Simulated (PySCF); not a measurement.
Compound: 1,1,2-trifluoroethane, C₂H₃F₃.
Cartesian coordinates in Å at the GFN2-xTB level; atoms count from 1:
```xyz
8
C2H3F3 angstrom
F      1.3613   -0.9599    0.6421
C      0.7651    0.1420    0.1011
C     -0.7304   -0.1177   -0.0838
F     -1.4242    1.0305    0.0902
F     -1.0057   -0.5387   -1.3371
H      1.2459    0.3464   -0.8605
H      0.9085    0.9746    0.7972
H     -1.1114   -0.8677    0.6263
```

Computed, not measured: PySCF 2.14.0, density-fitted response routines, TDDFT PBE0/def2-SVPD, vertical, gas phase, core orbitals frozen in the response.

Transition dipole moments from the ground state, in atomic units and in the frame of the coordinates above (overall signs are arbitrary), for the states with f of 0.002 or more among the lowest 6:

```tsv
state	E (eV)	μx	μy	μz
S1	9.174	-0.207	-0.128	0.063
S2	9.557	0.070	0.022	0.120
S3	9.623	0.016	-0.057	-0.142
S4	10.062	-0.218	-0.282	0.283
S5	10.131	0.029	0.181	0.193
S6	10.353	-0.219	-0.379	0.244
```

Question: Work out the oscillator strengths.

Answer: f = (2/3) ΔE |μ|² with ΔE in hartree (27.2114 eV).

| state | \|μ\|² (au) | \|μ\| (D) | f |
| --- | --- | --- | --- |
| S1 | 0.063 | 0.64 | 0.014 |
| S2 | 0.020 | 0.36 | 0.005 |
| S3 | 0.024 | 0.39 | 0.006 |
| S4 | 0.207 | 1.16 | 0.051 |
| S5 | 0.071 | 0.68 | 0.018 |
| S6 | 0.251 | 1.27 | 0.064 |

Question: What angle do the transition dipoles of S4 and S5 make?

Answer: |cos θ| = |μa·μb| / (|μa| |μb|) = 0.02, so θ ≈ 89° (taken between 0 and 90°, since the signs are arbitrary).

Question: How is the summed strength of these states shared among x, y and z?

Answer: (2/3) Σ ΔE μα² gives 0.035 for x, 0.069 for y and 0.053 for z, 0.157 in all.

Question: What peak molar absorption coefficient would the strongest computed level give as a lone Gaussian band 0.5 eV wide at half height?

Answer: ε(max) = 2.175×10⁸ f / FWHM, with the width in cm⁻¹. S6: 2.175×10⁸ × 0.0638 / 4033 ≈ 3400 L mol⁻¹ cm⁻¹.

Cost: about 20 s of CPU time on one thread; the machine was shared, so the figure is rough.

One conformer stands for the species.

Without π bonds the low states may be Rydberg-like; a valence basis with one diffuse set may place them up to an eV too high.
